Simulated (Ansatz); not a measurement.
**How far each method lies from UCCSDT(Q) for CHGeO⁺, triplet**

Geometry: that of the CHGeO, doublet, kept fixed. The singlet lies 2.3 eV lower here.

```xyz
4

C     0.0000   -0.0124    2.9133
O     0.0000    0.0347    1.7883
Ge    0.0000   -0.0272   -0.8669
H     0.0000    1.5543   -0.6238
```

Basis cc-pVDZ; Ansatz 0.2.0. Correlated methods freeze the noble-gas cores and the filled d shells of p-block atoms, which leaves 14 electrons in 44 orbitals. Prefix R: restricted or restricted open-shell reference; prefix U: unrestricted. Active spaces: frontier = (10e, 10o) about the gap. No spin–orbit coupling is included, and no scalar relativity.

Full CI isn't at hand for all of this; UCCSDT(Q) serves as the reference, and is uncertain by about the last step of the cluster series. The frozen core follows each run's orbitals, which can shift R against U totals by a few meV for light atoms and by up to 0.1 eV past Ca.

The UHF ⟨S²⟩ is 2.024, the T1 diagnostic (RCCSD) is 0.0271 and the largest doubles amplitude (RCCSD) is 0.072. The T1 diagnostic (UCCSD) is 0.0204.

```csv
level,E − E(UCCSDT(Q)) (mEh),wall time
UHF,360.85,–
UMP2,39.19,–
UCCSD,13.54,–
UCCSD(T),1.91,23 s
UCCSDT,1.03,–
```

Run but not shown, since their state, orbitals or frozen core can't be matched to the reference's or they repeat it: RHF, RMP2, CISD, RCCSD, RCCSD(T), BCCD(T), RCCSDT, RCCSDT(Q), CASSCF (frontier space), NEVPT2 (frontier space).

Times hold each run's SCF and search for its determinant on a shared host, so for small cases they say little of a method's own cost; they ran on 1 thread of Arm Neoverse V1. Some runs computed forces too.
